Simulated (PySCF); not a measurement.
A structure optimised at B3LYP-D3(BJ)/def2-TZVP, used in a PySCF frequency run:

```xyz
6

N      0.1575    -1.0812     0.0000
C     -0.3856     0.1617     0.0000
O      0.2453     1.1934     0.0000
H      1.1596    -1.1828     0.0000
H     -0.4200    -1.9030     0.0000
H     -1.4910     0.1369     0.0000
```
Charge 0, spin multiplicity 1.

**Question.** Write its SMILES, formula and point group.

**Answer.** NC=O, CH3NO, Cs

**Question.** What are its rotational constants (standard atomic weights)?

**Answer.** 73.841, 11.388, 9.8665 GHz
